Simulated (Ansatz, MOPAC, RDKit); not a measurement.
Species: HOCl, charge 0, multiplicity 1. SMILES: OCl

Atoms: O1, H2, Cl3. Bonds: O1-H2, O1-Cl3.

Bond lengths (Å) and angles (degrees) optimised at MMFF94 with RDKit; PM6 with MOPAC; HF/STO-3G with Ansatz (a first-principles code), each started from the B3LYP-D3(BJ)/def2-TZVP structure (Ansatz) of the last column. A row stands for all coordinates that are equal there. No wavenumbers were computed at MMFF94, HF/STO-3G, so these may be saddle points.

| coordinate | MMFF94 | PM6 | HF/STO-3G | B3LYP-D3(BJ)/def2-TZVP |
|---|---|---|---|---|
| O1-H2 | 0.972 | 1.005 | 1.002 | 0.969 |
| O1-Cl3 | 1.681 | 1.692 | 1.738 | 1.702 |
| H2-O1-Cl3 | 110.4 | 104.3 | 100.4 | 103.3 |

Mean signed difference of all 2 bond lengths from B3LYP-D3(BJ)/def2-TZVP: MMFF94 -0.008 Å, PM6 0.014 Å, HF/STO-3G 0.034 Å.
